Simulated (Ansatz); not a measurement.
Reaction (SMILES): O (H2O) -> O (H2O) as doublet, charge +1 + e-

Property: adiabatic ionisation energy (0 K, with zero-point energies), in eV. Terms: open shells spin-unrestricted; six Cartesian d functions in 6-31G* and its kin unless marked 5d; frozen cores in correlated levels; non-relativistic; no spin-orbit coupling; 6-311+G** with 5d; dispersion terms only where a functional's name holds one; LANL2DZ all-electron up to Ne. Basis-set limits of correlation are two-point, X^-3; Hartree-Fock from the larger set (for Q and 5 zeta extrapolated as (X+1)exp(-9√X)). First-principles rows: single points at B3LYP-D3(BJ) geometries (Ansatz, a quantum-chemistry and plane-wave program), with unscaled harmonic terms from B3LYP/6-31G* at its own minima.

Measured values: CCCBDB table in ASE; they hold spin-orbit and core effects. 

Value to compare with, the measured value: 12.62 eV.

```json
[
 {"level": "PBE/STO-3G", "program": "Ansatz", "adiabatic ionisation energy (0 K, with zero-point energies) (eV)": "9.15", "error": "-3.47"},
 {"level": "PBE/3-21G", "program": "Ansatz", "adiabatic ionisation energy (0 K, with zero-point energies) (eV)": "11.44", "error": "-1.18"},
 {"level": "PBE/LANL2DZ", "program": "Ansatz", "adiabatic ionisation energy (0 K, with zero-point energies) (eV)": "12.20", "error": "-0.42"},
 {"level": "PBE/6-31G*", "program": "Ansatz", "adiabatic ionisation energy (0 K, with zero-point energies) (eV)": "12.11", "error": "-0.51"},
 {"level": "PBE/def2-SVP", "program": "Ansatz", "adiabatic ionisation energy (0 K, with zero-point energies) (eV)": "12.14", "error": "-0.48"},
 {"level": "PBE/6-311+G**", "program": "Ansatz", "adiabatic ionisation energy (0 K, with zero-point energies) (eV)": "12.57", "error": "-0.05"},
 {"level": "PBE/def2-TZVPD", "program": "Ansatz", "adiabatic ionisation energy (0 K, with zero-point energies) (eV)": "12.56", "error": "-0.06"},
 {"level": "CCSD(T)/CBS(cc-pVQZ,cc-pV5Z)", "program": "Ansatz", "adiabatic ionisation energy (0 K, with zero-point energies) (eV)": "12.63", "error": "0.01"}
]
```

Among the 6 habitual levels, PBE/STO-3G lies farthest from the measured value (-3.47 eV) and PBE/6-311+G** nearest (-0.05); 0 of 6 lie above it, and their mean absolute error is 1.02 eV, the median 0.49. One case shows no general order.

The sets are all those run for this method; runs whose electronic state is in doubt are left out.
